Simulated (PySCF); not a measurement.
First SCF of a structure search on singlet BH3, at a hand-made trigonal planar geometry. PySCF input:

```python
from pyscf import gto, scf, dft
mol = gto.M(atom='''
B      0.000000     0.000000     0.000000
H      1.170000     0.000000     0.000000
H     -0.585000     1.013200     0.000000
H     -0.585000    -1.013200     0.000000''',
    basis={'B': 'def2-TZVP', 'H': 'def2-TZVP'},
    charge=0, spin=0)
mf = dft.RKS(mol, xc='PBE0')
mf.grids.atom_grid = (50, 194)
aux = {'B': 'def2-universal-JKFIT', 'H': 'def2-universal-JKFIT'}
mf = mf.density_fit(auxbasis=aux)
mf.conv_tol = 1e-08
mf.diis_space = 10
mf.max_cycle = 60
mf.init_guess = 'minao'
mf.verbose = 4
mf.kernel()
```

Excerpt of the output (cycles and frontier levels):

```
init E= -26.3444070585905
  HOMO = -0.392204022266885  LUMO = -0.131807934909132  gap/eV = 7.08574
cycle= 1 E= -26.5619850944311  delta_E= -0.218  |g|= 0.0898  |ddm|= 1.13
  HOMO = -0.351173387927896  LUMO = -0.0585410794096468  gap/eV = 7.96293
cycle= 2 E= -26.5646675704789  delta_E= -0.00268  |g|= 0.0329  |ddm|= 0.128
  HOMO = -0.368686495318883  LUMO = -0.0730387002262152  gap/eV = 8.04499
cycle= 3 E= -26.5650284124001  delta_E= -0.000361  |g|= 0.01  |ddm|= 0.0378
  HOMO = -0.367257717684604  LUMO = -0.0708018389521126  gap/eV = 8.06698
cycle= 4 E= -26.5650608715797  delta_E= -3.25e-05  |g|= 0.000387  |ddm|= 0.00846
  HOMO = -0.367059077287164  LUMO = -0.0706638298025375  gap/eV = 8.06533
cycle= 5 E= -26.5650609276705  delta_E= -5.61e-08  |g|= 1.33e-05  |ddm|= 0.000653
  HOMO = -0.367062920899379  LUMO = -0.0706666216290923  gap/eV = 8.06535
cycle= 6 E= -26.5650609277675  delta_E= -9.69e-11  |g|= 1.58e-06  |ddm|= 3.54e-05
  HOMO = -0.367062642044942  LUMO = -0.0706661592369411  gap/eV = 8.06536
Extra cycle  E= -26.5650609277681  delta_E= -5.97e-13  |g|= 7.86e-07  |ddm|= 2.34e-06
converged SCF energy = -26.5650609277681
```

No lower solution of this spin was found by a stability analysis within the restricted form, which does not test spin polarisation.

The search for the lowest solution, with the stability check, took 0.6 s on 2 threads of a shared Arm Neoverse V2 host, with 49 basis functions; the process peaked at 0.26 GiB. Launch command: `OMP_NUM_THREADS=2 python axn.py task.json out`.
